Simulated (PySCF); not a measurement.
Cartesian coordinates in Å; atom numbers follow the order of the lines, from 1:
```xyz
5

F     1.572   -0.054   -0.223
Si   -0.037    0.003   -0.001
H    -0.492    1.406   -0.201
H    -0.343   -0.448    1.385
H    -0.683   -0.900   -0.994
```

Geometry: PBE0-D3(BJ)/def2-SVP; GIAO shifts from PySCF 2.14.0 with density-fitted response routines, gas phase, non-relativistic, averaged over equivalent atoms.

At WP04/pcSseg-2 (121 basis functions, 3.3 s wall time on 1 thread of an Arm Neoverse V1, shared host):
```csv
atoms,δ (ppm)
F1,-227.7
Si2,-29.3
H3/H4/H5,4.46
```

Scale: CFCl3 for $^{19}$F (σref 177.34); $^{29}$Si (σref 328.00), $^{1}$H (σref 31.61) against TMS (reference shieldings calculated alike).

Estimate the result of repeating the calculation with PBE0/pcSseg-3.

Answers


```tsv
atoms	δ at PBE0/pcSseg-3	change
F1	-235.4	-7.7
Si2	-16.3	+13.0
H3/H4/H5	5.24	+0.78
```

Referencing at the same level of theory: $^{19}$F (σ = 173.78 ppm) vs CFCl3; $^{29}$Si (σ = 338.02 ppm) and $^{1}$H (σ = 31.17 ppm) vs TMS.

The largest change is at Si2 (silicon bonded to F, 3 H). Cost: 247 basis functions, 25 s wall time on 1 thread of an Arm Neoverse N1, shared host.

Unscaled 19F shifts against computed CFCl3 carry errors that often reach 10 to 50 ppm.
